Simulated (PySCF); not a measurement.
# How methods differ on the ionisation energy of P

P [Ne] 3s2 3p3 (4S) → P+ [Ne] 3s2 3p2 (3P), as a difference of total energies. Computed with PySCF 2.14 in aug-cc-pVDZ-DK, with the spin-free X2C one-electron Hamiltonian (Gaussian nucleus). Correlated levels: valence: [Ne] frozen. The calculations carry no spin-orbit coupling.

```csv
method,ionisation energy (eV),plus first-order spin-orbit estimate,error of that sum (eV)
UHF,9.930,9.895,-0.592
MP2 (valence),10.382,10.348,-0.139
SCS-MP2 (valence),10.225,10.190,-0.297
CCSD (valence),10.314,10.280,-0.207
CCSD(T) (valence),10.328,10.293,-0.194
CCSDT (valence),10.328,10.294,-0.193
```

Reference: 10.487 eV (measured; NIST Atomic Spectra Database, ionization energies).

A first-order spin-orbit estimate (lowest level to lowest level, LS coupling) adds -0.034 eV.

Errors of the correlated levels include the incompleteness of this basis and the frozen core.
